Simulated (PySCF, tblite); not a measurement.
# CH₂N−: protonation, part 2 of 2

tblite 0.8.0 and PySCF 2.14.0. Atoms count from 0.

## 16. Single point (CH2N−): wavefunction

Geometry: PBE0-D3(BJ)/ma-def2-SVP.

The job: settings as JSON, then the geometry in Å.

```
{"job": {"kind": "sp", "xc": "MP2", "basis": "jun-cc-pV(T+d)Z", "grid": 2}, "charge": -1, "multiplicity": 1}
C      0.034225    -0.001675    -0.011352
N      1.265937    -0.174888    -0.004323
H     -0.767128    -0.819540    -0.172023
H     -0.512032     1.005910     0.141506
```

Method: wavefunction single point, frozen core, gas phase.

Log:

```text
final grid: 32944 points
cycle   1  E = -93.3281838726  dE =  5.837e-03  |g| = 5.528e-01  |ddm| = 1.377e+00
cycle   2  E = -93.3602567150  dE = -3.207e-02  |g| = 5.212e-01  |ddm| = 9.404e-01
cycle   3  E = -93.4199025166  dE = -5.965e-02  |g| = 4.709e-02  |ddm| = 4.170e-01
cycle   4  E = -93.4216655606  dE = -1.763e-03  |g| = 1.863e-02  |ddm| = 7.839e-02
cycle   5  E = -93.4220348953  dE = -3.693e-04  |g| = 8.113e-03  |ddm| = 3.500e-02
cycle   6  E = -93.4221134038  dE = -7.851e-05  |g| = 3.365e-03  |ddm| = 2.421e-02
cycle   7  E = -93.4221229789  dE = -9.575e-06  |g| = 6.491e-04  |ddm| = 9.901e-03
cycle   8  E = -93.4221234471  dE = -4.683e-07  |g| = 1.911e-04  |ddm| = 3.229e-03
cycle   9  E = -93.4221234776  dE = -3.049e-08  |g| = 4.355e-05  |ddm| = 7.990e-04
cycle  10  E = -93.4221234792  dE = -1.584e-09  |g| = 7.483e-06  |ddm| = 1.982e-04
converged SCF energy = -93.4221234792
E(HF, exact integrals) = -93.4221577883
E(MP2) = -93.8079312119
```

It took 1.3 s on 1 thread of Intel Xeon Platinum 8375C at 2.90GHz, shared host; peak memory 0.55 GiB.

## 17. Single point (CH₃N): wavefunction

Geometry: PBE0-D3(BJ)/ma-def2-SVP.

The job: settings as JSON, then the geometry in Å.

```
{"job": {"kind": "sp", "xc": "MP2", "basis": "jun-cc-pV(T+d)Z", "grid": 2}, "charge": 0, "multiplicity": 1}
C      0.001807     0.007156     0.010514
N      1.238872    -0.231954     0.125089
H     -0.679871    -0.815217    -0.258115
H     -0.467782     0.997209     0.160759
H      1.756001     0.616110     0.377339
```

Level: wavefunction single point, frozen core, gas phase.

Log:

```text
final grid: 38320 points
cycle   1  E = -94.0312630067  dE =  9.875e-02  |g| = 3.519e-01  |ddm| = 1.355e+00
cycle   2  E = -94.0593377975  dE = -2.807e-02  |g| = 2.062e-01  |ddm| = 2.869e-01
cycle   3  E = -94.0678498617  dE = -8.512e-03  |g| = 4.398e-02  |ddm| = 1.176e-01
cycle   4  E = -94.0685978745  dE = -7.480e-04  |g| = 1.441e-02  |ddm| = 4.017e-02
cycle   5  E = -94.0686905179  dE = -9.264e-05  |g| = 5.126e-03  |ddm| = 1.465e-02
cycle   6  E = -94.0687105355  dE = -2.002e-05  |g| = 2.336e-03  |ddm| = 6.824e-03
cycle   7  E = -94.0687144747  dE = -3.939e-06  |g| = 5.366e-04  |ddm| = 3.862e-03
cycle   8  E = -94.0687146703  dE = -1.955e-07  |g| = 8.100e-05  |ddm| = 9.529e-04
cycle   9  E = -94.0687146760  dE = -5.721e-09  |g| = 1.612e-05  |ddm| = 1.833e-04
converged SCF energy = -94.0687146760
E(HF, exact integrals) = -94.0687446280
E(MP2) = -94.4421509658
```

It took 1.8 s on 1 thread of Intel Xeon Platinum 8375C at 2.90GHz, shared host; peak memory 0.63 GiB.

## 18. Protonation: MP2/jun-cc-pV(T+d)Z

This step combines the energies above: geometries from PBE0-D3(BJ)/ma-def2-SVP, zero-point and thermal terms from PBE0-D3(BJ)/ma-def2-SVP.

The job: settings as JSON, then the geometry in Å.

```
{"job": {"kind": "pa", "geom": {"xc": "PBE0", "basis": "ma-def2-SVP", "d3": "d3bj", "grid": 1}, "hess": 1, "level": {"xc": "MP2", "basis": "jun-cc-pV(T+d)Z"}}, "charge": -1, "multiplicity": 1}
C      0.034225    -0.001675    -0.011352
N      1.265937    -0.174888    -0.004323
H     -0.767128    -0.819540    -0.172023
H     -0.512032     1.005910     0.141506
```

Output (the driver's rows laid out field by field):

```text
protonation site by site, MP2/jun-cc-pV(T+d)Z // PBE0-D3(BJ)/ma-def2-SVP

row 1
  formula                 CH3N
  charge                  0
  multiplicity            1
  smiles                  C=N
  kept                    yes
  pieces                  1
  point_group             Cs
  atom                    1
  element                 N
  electronic              1665.14
  enthalpy                1626.75
  free_energy             1596.91
  share_gas               1.0
```

It took 3.2 s on 1 thread of Intel Xeon Platinum 8375C at 2.90GHz, shared host; peak memory 0.63 GiB.

Energy given off on adding a proton (kJ/mol, gas phase, 298 K for the thermal columns):

```csv
site,product,electronic,enthalpy,free energy
N1,C=N,1665.1,1626.8,1596.9
```

## 19. Single point (CH2N−): HF/jun-cc-pV(T+d)Z

Geometry: PBE0-D3(BJ)/ma-def2-SVP.

The job: settings as JSON, then the geometry in Å.

```
{"job": {"kind": "sp", "xc": "HF", "basis": "jun-cc-pV(T+d)Z", "grid": 2}, "charge": -1, "multiplicity": 1}
C      0.034225    -0.001675    -0.011352
N      1.265937    -0.174888    -0.004323
H     -0.767128    -0.819540    -0.172023
H     -0.512032     1.005910     0.141506
```

Log:

```text
final grid: 32944 points
cycle   1  E = -93.3281838726  dE =  5.837e-03  |g| = 5.528e-01  |ddm| = 1.377e+00
cycle   2  E = -93.3602567150  dE = -3.207e-02  |g| = 5.212e-01  |ddm| = 9.404e-01
cycle   3  E = -93.4199025166  dE = -5.965e-02  |g| = 4.709e-02  |ddm| = 4.170e-01
cycle   4  E = -93.4216655606  dE = -1.763e-03  |g| = 1.863e-02  |ddm| = 7.839e-02
cycle   5  E = -93.4220348953  dE = -3.693e-04  |g| = 8.113e-03  |ddm| = 3.500e-02
cycle   6  E = -93.4221134038  dE = -7.851e-05  |g| = 3.365e-03  |ddm| = 2.421e-02
cycle   7  E = -93.4221229789  dE = -9.575e-06  |g| = 6.491e-04  |ddm| = 9.901e-03
cycle   8  E = -93.4221234471  dE = -4.683e-07  |g| = 1.911e-04  |ddm| = 3.229e-03
cycle   9  E = -93.4221234776  dE = -3.049e-08  |g| = 4.355e-05  |ddm| = 7.990e-04
cycle  10  E = -93.4221234792  dE = -1.584e-09  |g| = 7.483e-06  |ddm| = 1.982e-04
converged SCF energy = -93.4221234792
```

It took 0.24 s on 1 thread of Intel Xeon Platinum 8375C at 2.90GHz, shared host.

## 20. Single point (CH₃N): HF/jun-cc-pV(T+d)Z

Geometry: PBE0-D3(BJ)/ma-def2-SVP.

The job: settings as JSON, then the geometry in Å.

```
{"job": {"kind": "sp", "xc": "HF", "basis": "jun-cc-pV(T+d)Z", "grid": 2}, "charge": 0, "multiplicity": 1}
C      0.001807     0.007156     0.010514
N      1.238872    -0.231954     0.125089
H     -0.679871    -0.815217    -0.258115
H     -0.467782     0.997209     0.160759
H      1.756001     0.616110     0.377339
```

Log:

```text
final grid: 38320 points
cycle   1  E = -94.0312630067  dE =  9.875e-02  |g| = 3.519e-01  |ddm| = 1.355e+00
cycle   2  E = -94.0593377975  dE = -2.807e-02  |g| = 2.062e-01  |ddm| = 2.869e-01
cycle   3  E = -94.0678498617  dE = -8.512e-03  |g| = 4.398e-02  |ddm| = 1.176e-01
cycle   4  E = -94.0685978745  dE = -7.480e-04  |g| = 1.441e-02  |ddm| = 4.017e-02
cycle   5  E = -94.0686905179  dE = -9.264e-05  |g| = 5.126e-03  |ddm| = 1.465e-02
cycle   6  E = -94.0687105355  dE = -2.002e-05  |g| = 2.336e-03  |ddm| = 6.824e-03
cycle   7  E = -94.0687144747  dE = -3.939e-06  |g| = 5.366e-04  |ddm| = 3.862e-03
cycle   8  E = -94.0687146703  dE = -1.955e-07  |g| = 8.100e-05  |ddm| = 9.529e-04
cycle   9  E = -94.0687146760  dE = -5.721e-09  |g| = 1.612e-05  |ddm| = 1.833e-04
converged SCF energy = -94.0687146760
```

Run time: 0.3 s. Hardware: 1 thread of Intel Xeon Platinum 8375C at 2.90GHz, shared host.

## 21. Protonation: HF/jun-cc-pV(T+d)Z

This step combines the energies above: geometries from PBE0-D3(BJ)/ma-def2-SVP, zero-point and thermal terms from PBE0-D3(BJ)/ma-def2-SVP.

The job: settings as JSON, then the geometry in Å.

```
{"job": {"kind": "pa", "geom": {"xc": "PBE0", "basis": "ma-def2-SVP", "d3": "d3bj", "grid": 1}, "hess": 1, "level": {"xc": "HF", "basis": "jun-cc-pV(T+d)Z"}}, "charge": -1, "multiplicity": 1}
C      0.034225    -0.001675    -0.011352
N      1.265937    -0.174888    -0.004323
H     -0.767128    -0.819540    -0.172023
H     -0.512032     1.005910     0.141506
```

Output (the driver's rows laid out field by field):

```text
protonation site by site, HF/jun-cc-pV(T+d)Z // PBE0-D3(BJ)/ma-def2-SVP

row 1
  formula                 CH3N
  charge                  0
  multiplicity            1
  smiles                  C=N
  kept                    yes
  pieces                  1
  point_group             Cs
  atom                    1
  element                 N
  electronic              1697.62
  enthalpy                1659.23
  free_energy             1629.39
  share_gas               1.0
```

It took 0.63 s on 1 thread of Intel Xeon Platinum 8375C at 2.90GHz, shared host.

Energy given off on adding a proton (kJ/mol, gas phase, 298 K for the thermal columns):

```csv
site,product,electronic,enthalpy,free energy
N1,C=N,1697.6,1659.2,1629.4
```

## 22. Summary of results

What follows sums up all 2 parts.

| quantity | value |
| --- | --- |
| strongest single infrared mode (GFN2-xTB) | 841 cm⁻¹, 1555 km/mol |
| zero-point energy (GFN2-xTB) | 12.0 kcal/mol |
| point group | C2v |
| rotational constants (main isotopes) | 286.90, 37.69, 33.31 GHz |
| proton affinity (−ΔH), N1 (PBE0-D3(BJ)/ma-def2-TZVP) | 1628.9 kJ/mol |
| proton affinity (−ΔH), N1 (CCSD(T)/jun-cc-pV(T+d)Z) | 1635.3 kJ/mol |
| proton affinity (−ΔH), N1 (MP2/jun-cc-pV(T+d)Z) | 1626.8 kJ/mol |
| proton affinity (−ΔH), N1 (HF/jun-cc-pV(T+d)Z) | 1659.2 kJ/mol |

No mode is imaginary among the 6: a minimum at this level. The strongest single mode, at 841 cm⁻¹, has its largest shares on H2, H3 and C0 (the list is cut at 3 atoms). Unscaled tight-binding wavenumbers are off by several per cent, some by more. Its intensities can rank the bands wrongly. Relaxing lowered the energy by 0.086 eV in 5 steps; the close pair that moved most is C0–H2, from 1.199 to 1.156 Å (PBE0/ma-def2-SVP). The proton affinity (−ΔH) at N1 is 1628.9 kJ/mol at PBE0-D3(BJ)/ma-def2-TZVP; zero-point and thermal terms move it by -38.4 kJ/mol from the electronic value.
